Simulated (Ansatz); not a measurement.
## What a trial cell of CsTi2Pd2 relaxes into

Theory: DFT PBE, scalar-relativistic, plane waves, PAW (Ansatz). Cutoff 420 eV, Γ-centred k mesh, Gaussian smearing, no spin polarisation in the final step.

CsTi2Pd2 was placed on the ThCr2Si2 structure type (I4/mmm, No. 139), with Cs in place of Th, Ti in place of Cr, Pd in place of Si, at a guessed volume.

```
CELL_PARAMETERS angstrom
-2.12660 2.12660 5.57969
2.12660 -2.12660 5.57969
2.12660 2.12660 -5.57969
ATOMIC_POSITIONS crystal
Cs 0.00000 0.00000 0.00000
Ti 0.25000 0.75000 0.50000
Ti 0.75000 0.25000 0.50000
Pd 0.62600 0.62600 0.00000
Pd 0.37400 0.37400 0.00000
```

Cell and atoms relax at zero pressure; the relaxation can't lower the symmetry of the start. After a coarse first stage the cell is made exact in the group found at 0.06 Å.

Formation energies are uncorrected and refer to the elements' standard structures at the same level.

Describe the relaxed structure.

It keeps I4/mmm (No. 139). The result still has the ThCr2Si2 structure. Conventional cell: a = 4.347 Å, c = 15.753 Å. Cs has 8 Pd at 4.03 Å, 4 Cs at 4.35 Å and 8 Ti at 4.50 Å (next Pd at 5.26 Å); Ti is coordinated by 4 Pd at 2.55 Å and 4 Ti at 3.07 Å; around Pd lie 4 Ti at 2.55 Å.

Space group I4/mmm (No. 139). a = 4.347 Å, b = 4.347 Å, c = 15.753 Å, α = 90.00°, β = 90.00°, γ = 90.00°
```tsv
atom	site	symmetry	x	y	z
Cs	2a	4/mmm	0.0000	0.0000	0.0000
Ti	4d	-4m2	0.5000	0.0000	0.2500
Pd	4e	4mm	0.5000	0.5000	0.1659
```

What are its volume, energy, density and gap?

The volume per atom is 29.77 Å³, the density is 4.93 g/cm³ and the energy over the elements is 0.09 eV/atom. The gap on the 12×12×12 mesh is 0 eV (a metal).

The final run used a 12×12×12 mesh on its 5-atom cell and 0.10 eV smearing. The k mesh leaves about 4 meV/atom of noise in metals. A structure relaxed within its symmetry needn't be a true minimum.

Cost: 3 runs of about 5.2 core-minutes in all, on Arm Neoverse V2 (shared hosts).